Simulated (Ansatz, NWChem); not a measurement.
## Worked example: the enthalpy of formation of C4H6 (1,3-butadiene)

C4H6: 10 atoms, total charge 0, spin state singlet. SMILES: `C=CC=C`. The coordinates come from a PBE0-D4/def2-TZVP relaxation. This is one conformer, not always the lowest.

```csv
atom,x (Å),y (Å),z (Å)
C,-1.2387,0.8172,-1.0714
C,-0.5524,0.4534,0.0107
C,0.5691,-0.4635,-0.0102
C,1.2553,-0.8275,1.0720
H,-0.9847,0.4331,-2.0542
H,-2.0720,1.5064,-1.0114
H,-0.8308,0.8552,0.9828
H,0.8476,-0.8652,-0.9823
H,1.0010,-0.4436,2.0549
H,2.0886,-1.5166,1.0120
```

Total energies at CCSD(T)/6-31G* (spherical functions), 4 core orbitals frozen (NWChem 7.3.0); the atoms run unrestricted:

| species | state | energy (Eh) |
| --- | --- | --- |
| C4H6 | singlet | -155.480741 |
| C | triplet | -37.751275 |
| H | doublet | -0.498233 |

Harmonic wavenumbers at PBE/def2-SVP, in cm⁻¹: 181, 287, 500, 523, 756, 879, 887, 890, 956, 962, 1023, 1190, 1255, 1258, 1347, 1402, 1612, 1667, 3065, 3072, 3077, 3079, 3176, 3176.

Measured heats of formation of the gaseous atoms at 298.15 K, in kJ/mol: C 716.9, H 218.0. Spin-orbit lowering of the atoms at 298 K (mean of the ground term's levels less their thermal mean, from spectra), in kJ/mol: C 0.02. Take 1 Eh = 2625.50 kJ/mol, 1 cm⁻¹ = 0.0119627 kJ/mol, RT = 2.479 kJ/mol.

Question: Work out the heat of formation of the gas at 298 K.

Answer: 
1. Electronic atomisation energy: 4 × (-37.751275) + 6 × (-0.498233) − (-155.480741) = 1.486243 Eh = 3902.1 kJ/mol.
2. Zero-point energy: half the sum of the wavenumbers, 18110 cm⁻¹ = 216.6 kJ/mol.
3. Thermal vibrational enthalpy, Σ hcν̃/(exp(hcν̃/kT) − 1): 5.0 kJ/mol. Translation, rotation and pV of a non-linear molecule: 4 RT = 9.9 kJ/mol.
4. The 10 free atoms carry 5/2 RT each: 62.0 kJ/mol.
5. Spin-orbit coupling lowers the free atoms by 4 × 0.02 = 0.1 kJ/mol.
6. Atomisation enthalpy at 298 K: 3902.1 − 0.1 − 216.6 − 5.0 − 9.9 + 62.0 = 3732.5 kJ/mol.
7. Sum of the atoms' heats of formation: 4175.6 kJ/mol. Heat of formation: 4175.6 − 3732.5 = +443.1 kJ/mol.

The tabulated value is +110.0 kJ/mol (CRC Handbook of Chemistry and Physics), so this level is off by +333.1 kJ/mol, or 8.2 % of the atomisation enthalpy. Coupled cluster needs large bases for atomisation: in a finite one the molecule is underbound. A double-zeta basis underbinds. Anharmonicity and any spin-orbit splitting of the molecule are left out, and so is core correlation.
